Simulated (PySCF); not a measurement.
Species: 1,3,4-oxdiazole, C₂H₂N₂O.
SMILES with atom numbers: `[cH:1]1[n:2][n:3][cH:4][o:5]1` (hydrogens: H6 on C1; H7 on C4)

Computed, not measured: PBE0-D3(BJ)/def2-SVP geometry optimisation, gas phase (PySCF).

List the bond lengths and angles at this level.

| bond | length (pm) |
| --- | --- |
| C1–N2, N3–C4 | 128.7 |
| N2–N3 | 137.6 |
| C1–O5, C4–O5 | 134.5 |
| C1–H6, C4–H7 | 108.8 |

Bonds in one row agree within 1 pm and their mean is given. A selection of angles:
| angle | degrees |
| --- | --- |
| N2–C1–O5 | 112.8 |
| N2–C1–H6 | 128.7 |
| O5–C1–H6 | 118.6 |
| C1–N2–N3 | 106.2 |
| C1–O5–C4 | 102.2 |

The 5 heavy atoms lie in one plane (0.000 Å rms). O5 (furan-type oxygen) is bent (angle 102.2°). The 5-membered ring C1–N2–N3–C4–O5 has internal angles of 102.2° to 112.8°; it is planar, 0.00 Å rms from its mean plane, widest ring torsion 0°.

Point group: C2v (tolerance 0.08 Å). No frequency check.
